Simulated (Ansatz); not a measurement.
The input, for Ansatz 0.2.0:

```yaml
crystal:
  periodic: [false, false, false]
  atoms:
    - {symbol: C, position_ang: [0.000000, -0.002124, 1.831440]}
    - {symbol: C, position_ang: [0.000000, 0.122226, 0.560395]}
    - {symbol: Si, position_ang: [0.000000, -0.091540, -0.956618]}
    - {symbol: H, position_ang: [0.000000, 1.119547, -1.845851]}
basis:
  gaussian: {orbitals: STO-3G}
magnetization: {spin_polarized: false, initial_magnetization: 1}
correlation: {method: sc_nevpt2, electrons: valence, active_space: {window: {electrons: 3, orbitals: 2}}}
```

```sh
$ ansatz run in.yaml --threads 1 --pin off --events-out ev --progress --plain --max-ram 2393MiB
```

Problem. Roughly how long does this take on 1 thread of Arm Neoverse V2, shared host, and how much host memory?

Solution. 0.33 s wall and 0.06 GiB.

```
242 factors; integrals over basis functions are off by at most 2.6e-5 eV
mean field evaluation 1: about -9813.0745 eV, gradient 1.9e1 eV
mean field evaluation 2: about -9813.0883 eV, gradient 1.9e1 eV
mean field evaluation 4: about -9815.0894 eV, gradient 2.2e0 eV
mean field evaluation 8: about -9815.1811 eV, gradient 3.9e-1 eV
mean field evaluation 16: about -9815.1881 eV, gradient 1.5e-6 eV
mean field evaluation 32: about -9815.1794 eV, gradient 4.0e-1 eV
mean field evaluation 64: about -9815.1801 eV, gradient 6.1e-2 eV
mean field -9815.18809913 eV, -360.7015096694 hartree, gradient 1.5e-6 eV, S^2 0.750000; 3 other end points of the search recorded, 0 dependent functions left out
reference -9815.18809913 eV, -360.7015096694 hartree; 14, 13 occupied and 6, 7 virtual orbitals, 242 factors
state -9815.18809913 eV, -360.7015096694 hartree
state -9815.18809913 eV, -360.7015096694 hartree; corrected -9819.48590698 eV, -360.8594511949 hartree
WARN: 1 active orbitals are nearly empty or full. The corrections depend on them more than the energy does, and are more stable in an active space without them
Total energy: -9819.48590698 eV, -360.8594511949 hartree
```
